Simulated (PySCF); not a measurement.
# Energy of N (nitrogen, neutral) between two integer charges

The 2p alpha orbital of [He] 2s2 2p3 is emptied in steps (occupation f), with all orbitals relaxed, ending at [He] 2s2 2p2. Calculation: PySCF 2.14, in def2-TZVPPD; no relativity, point nucleus. The exact energy is a straight line in f; departures are measured from the line between the end points of the same method.

**Question.** Among UHF, LDA, PBE, PBE0, r2SCAN, LC-wPBE, BHandHLYP, wB97X, M06-2X, CAM-B3LYP, which shows the largest delocalisation error (convex curve), and which is closest to linear?

**Answer.** Most convex: LDA (-1.705 eV at f = 0.5); closest to linear: UHF (0.371 eV).

```json
{"f": "1", "UHF (eV)": "0.000", "LDA (eV)": "0.000", "PBE (eV)": "0.000", "PBE0 (eV)": "0.000", "r2SCAN (eV)": "0.000", "LC-wPBE (eV)": "0.000", "BHandHLYP (eV)": "0.000", "wB97X (eV)": "0.000", "M06-2X (eV)": "0.000", "CAM-B3LYP (eV)": "0.000"}
{"f": "0.75", "UHF (eV)": "0.292", "LDA (eV)": "-1.263", "PBE (eV)": "-1.228", "PBE0 (eV)": "-0.853", "r2SCAN (eV)": "-1.113", "LC-wPBE (eV)": "-0.314", "BHandHLYP (eV)": "-0.479", "wB97X (eV)": "-0.360", "M06-2X (eV)": "-0.548", "CAM-B3LYP (eV)": "-0.578"}
{"f": "0.5", "UHF (eV)": "0.371", "LDA (eV)": "-1.705", "PBE (eV)": "-1.649", "PBE0 (eV)": "-1.142", "r2SCAN (eV)": "-1.476", "LC-wPBE (eV)": "-0.421", "BHandHLYP (eV)": "-0.643", "wB97X (eV)": "-0.479", "M06-2X (eV)": "-0.750", "CAM-B3LYP (eV)": "-0.777"}
{"f": "0.25", "UHF (eV)": "0.267", "LDA (eV)": "-1.292", "PBE (eV)": "-1.242", "PBE0 (eV)": "-0.857", "r2SCAN (eV)": "-1.101", "LC-wPBE (eV)": "-0.314", "BHandHLYP (eV)": "-0.484", "wB97X (eV)": "-0.351", "M06-2X (eV)": "-0.552", "CAM-B3LYP (eV)": "-0.586"}
{"f": "0", "UHF (eV)": "0.000", "LDA (eV)": "0.000", "PBE (eV)": "0.000", "PBE0 (eV)": "0.000", "r2SCAN (eV)": "0.000", "LC-wPBE (eV)": "0.000", "BHandHLYP (eV)": "0.000", "wB97X (eV)": "0.000", "M06-2X (eV)": "0.000", "CAM-B3LYP (eV)": "0.000"}
```

| method | E(f=0) − E(f=1) (eV) | −ε at f=1 (eV) | −ε at f=0.5 (eV) |
| --- | --- | --- | --- |
| UHF | 13.898 | 15.530 | 13.832 |
| LDA | 14.995 | 8.354 | 14.916 |
| PBE | 14.717 | 8.234 | 14.678 |
| PBE0 | 14.696 | 10.176 | 14.683 |
| r2SCAN | 14.800 | 8.860 | 14.841 |
| LC-wPBE | 14.870 | 13.218 | 14.868 |
| BHandHLYP | 14.438 | 11.909 | 14.423 |
| wB97X | 14.570 | 12.667 | 14.592 |
| M06-2X | 14.539 | 11.749 | 14.518 |
| CAM-B3LYP | 14.689 | 11.636 | 14.668 |

Reference removal energy between the ground levels: 14.534 eV (measured; NIST Atomic Spectra Database, ionization energies). The calculation has no spin-orbit coupling. UHF lacks correlation.
